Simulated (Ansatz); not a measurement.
# Scan of the S3–H8 bond length

CH$_{5}$SSi (SMILES C=[SiH][SH2+]) (charge +1), singlet, at its PBE0-D4/def2-TZVP minimum:

C1  (-0.816, 1.053, -1.033)
Si2  (-0.019, 0.568, 0.374)
S3  (0.587, -1.572, 0.144)
H4  (-0.971, 0.381, -1.870)
H5  (-1.202, 2.061, -1.147)
H6  (0.385, 1.120, 1.673)
H7  (1.880, -1.520, 0.543)
H8  (0.157, -2.091, 1.318)
(Å)

The bond length S3–H8 (1.354 Å at the minimum) is set to the values below, with the rest relaxed at PBE0-D4/def2-TZVP at each step. Each method's energies count from its own value at the PBE0-D4 minimum structure. Ansatz 0.2.0; basis: def2-TZVPP; cores frozen in the correlated methods. B3LYP uses VWN-RPA correlation.

```tsv
bond length (Å)	CCSD(T) (kcal/mol)	wB97M-V (kcal/mol)	PBE-D4 (kcal/mol)	B3LYP-D4 (kcal/mol)	MP2 (kcal/mol)
1.218	6.23	6.25	7.50	6.54	5.98
1.246	3.63	3.65	4.65	3.90	3.42
1.285	1.28	1.29	1.93	1.46	1.13
1.332	0.06	0.07	0.27	0.13	0.02
1.383	0.33	0.32	0.05	0.24	0.40
1.439	2.07	2.07	1.24	1.80	2.30
1.498	5.10	5.13	3.69	4.63	5.53
1.560	9.22	9.32	7.18	8.51	9.88
1.625	14.19	14.43	11.49	13.25	15.14
```

Minimum and curvature along this coordinate at CCSD(T): A fifth-order fit through the nearest points gives 1.348 Å, with a curvature of about 25 eV/Å².

Largest difference from the CCSD(T) curve over the scan: r2SCAN-D4 1.17; PBE0-D4 0.52; HF 3.29 kcal/mol. Each curve counts from its own value at the minimum.

T1 diagnostic: at most 0.015. The restricted Hartree–Fock reference is unstable towards an unrestricted one at one or more of these structures.

For scale, one of the runs: CCSD(T)/def2-TZVPP, 185 basis functions (an equivalent command: `ansatz run in.yaml --threads 2`). Hardware: 2 CPU threads, shared host. Wall time 36 s; peak host memory 1.7 GiB.
